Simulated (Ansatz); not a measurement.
## Litharge PbO

These are LDA in Ansatz (PAW) values and carry that method's errors.

Run with plane-wave cutoff 520 eV, 10×10×8 k mesh (along the axes of the cell as run), perturbation theory, scalar-relativistic PAW data made under PBE.

Cell: relaxed at this level.

high-frequency dielectric constant (mean over three axes): 6.81
dielectric constant ε0 (ions relaxed) (mean over three axes): 16.1

Spin–orbit coupling is not included; it can shift volumes and moduli of such heavy elements.

Cost on a shared machine: roughly 40 core-minutes.

Ansatz is an electronic-structure program.
